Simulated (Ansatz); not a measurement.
`C1CSCSC1`. The species carries charge 0 and has multiplicity 1.

Z-matrix (Å, degrees):
```
C
C 1 1.526
C 1 1.526 2 113.1
H 1 1.095 2 108.4 3 -121.9
H 1 1.095 2 109.7 3 121.2
S 2 1.804 1 112.3 3 -38.3
H 2 1.091 1 111.2 3 83.3
H 2 1.091 1 111.3 3 -157.0
S 3 1.804 1 112.3 2 -38.4
H 3 1.091 1 111.3 2 -157.1
H 3 1.091 1 111.2 2 83.2
C 6 1.813 2 99.3 1 72.0
H 12 1.092 6 106.0 2 -151.6
H 12 1.092 6 110.6 2 90.8
```

(1) Give the diagnostics of a CCSD(T)/def2-TZVPP run (frozen core, Ansatz 0.2.0). (Best estimate.)

Results:

(1) The calculation gave: T1 = 0.0109, largest single amplitude 0.012, largest double 0.016, (T) share of the correlation energy 4.5 %, 9 CCSD cycles. The RHF solution is stable towards an unrestricted one. T1 lies under the customary mark of 0.02 for closed shells.
